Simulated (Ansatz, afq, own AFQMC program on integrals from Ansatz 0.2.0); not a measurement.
Si2H7, doublet in cc-pVDZ, levels against CCSDT(Q)

```xyz
9

Si   -1.6461    0.0000    0.0000
H    -2.1410    1.3997    0.0000
H    -2.1410   -0.6999    1.2122
H    -2.1410   -0.6999   -1.2122
H     0.0499    0.0000    0.0000
Si    1.6489    0.0000    0.0000
H     2.0988   -1.4163    0.0000
H     2.0988    0.7081   -1.2265
H     2.0988    0.7081    1.2265
```

Basis cc-pVDZ. Only valence electrons are correlated. AFQMC by an in-house program on the Cholesky factors that Ansatz 0.2.0 writes for its CCSD(T) run. ph-AFQMC/CISD is guided by a CISD state made of CCSD amplitudes; releasing the constraint for a short imaginary time cuts its bias at the price of noise, slowly where states lie close. Error bars are statistical, one sigma.

Determinant: UHF, the one that the program's search chose, which needn't be the lowest solution. The geometry is a point of a scan.

No full CI on the walks' own integrals is used here; CCSDT(Q) serves as the reference and is uncertain by about the last step of the cluster series.

* T1 diagnostic: 0.0132
* weight of the determinant in the CISD state: 0.854
* ⟨S²⟩ of the determinant: 0.767
* size of the correlated space: 15 electrons in 61 orbitals

```tsv
level	correlation energy (eV)
MP2	-6.1297
CCSD	-7.6867
CCSD(T)	-7.8540
```

Problem. Estimate where AFQMC with the constraint released lies against CCSD(T) on the same integrals.

Solution. 4.2 ± 0.4 kJ/mol below CCSD(T).

Reference: CCSDT(Q), correlation energy -7.897 eV. The released energy is read at 1.50 1/Eh (meV from the phaseless value at times in 1/Eh: 0 ± 3 at 0.24, -1 ± 3 at 0.51, 0 ± 4 at 0.99, 0 ± 4 at 1.50).

| level | E − E(reference) (kJ/mol) | share of correlation (%) |
| --- | --- | --- |
| CCSD(T) | 4.1 | 99.46 |
| CCSDT | 0.5 | 99.93 |
| ph-AFQMC/CISD | 0.0 ± 0.3 | 100.00 |
| released AFQMC | 0.0 ± 0.4 | 100.00 |

A walk keeps the symmetry of its determinant, which the program's search chose and which needn't be the lowest solution, so a lower state of the same spin and another symmetry isn't excluded. Released energies are given only where the last usable release times agree within the noise; a slower fall can still hide under it.
